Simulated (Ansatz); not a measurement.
# C2H6OS: the cost of one run

Computed with Ansatz 0.2.0, Gaussian basis. Level: the settings change from run to run.

## 1. The relaxed structure

The structure was relaxed beforehand with PBE0-D4 in a triple-zeta def2 set.

SMILES `CSCO`, 10 atoms, charge 0, spin multiplicity 1.

Atoms are counted from 1 here; the program's logs count them from 0.

Bond lengths: C1–S2 1.799 Å, C1–H5 1.090 Å, C1–H6 1.091 Å, C1–H7 1.090 Å, S2–C3 1.802 Å, C3–O4 1.400 Å, C3–H8 1.097 Å, C3–H9 1.091 Å, O4–H10 0.963 Å. Angles: S2–C1–H5 107.3°, S2–C1–H6 111.0°, S2–C1–H7 110.4°, H5–C1–H6 109.0°, H5–C1–H7 109.1°, H6–C1–H7 110.0°, C1–S2–C3 99.5°, S2–C3–O4 114.6°, S2–C3–H8 104.8°, S2–C3–H9 109.7°, O4–C3–H8 112.6°, O4–C3–H9 106.4°, H8–C3–H9 108.6°, C3–O4–H10 107.8°.

## 2. wB97X/def2-TZVP

Options: unrestricted orbitals, finite nuclei, the search for lower states set to full.

The input, in.yaml:

```yaml
crystal:
  periodic: [false, false, false]
  atoms:
    - {symbol: C, position_ang: [-1.163217, 0.906006, -0.412989]}
    - {symbol: S, position_ang: [-0.797716, -0.855329, -0.419487]}
    - {symbol: C, position_ang: [0.691134, -0.855271, 0.595392]}
    - {symbol: O, position_ang: [1.783978, -0.190871, 0.026356]}
    - {symbol: H, position_ang: [-1.983592, 1.069082, -1.111881]}
    - {symbol: H, position_ang: [-1.471297, 1.237666, 0.579921]}
    - {symbol: H, position_ang: [-0.294782, 1.475486, -0.742896]}
    - {symbol: H, position_ang: [0.897778, -1.914412, 0.790677]}
    - {symbol: H, position_ang: [0.488914, -0.359159, 1.546212]}
    - {symbol: H, position_ang: [1.931901, -0.564396, -0.848305]}
basis:
  gaussian: {orbitals: def2-TZVP, nuclear_model: gaussian}
magnetization: {spin_polarized: true, initial_magnetization: 0}
hamiltonian: {xc: {name: wB97X}}
scf: {lower_state_search: full}
output: {forces: true}
```

Command:

```console
ansatz run in.yaml --threads 2 --pin off --events-out ev --progress --plain --max-ram 4352MiB
```

**Question.** How long does this run take on 2 threads of AMD EPYC 7B13, shared host, and how much memory does it need?

About 12 s, with a peak of 0.59 GiB.
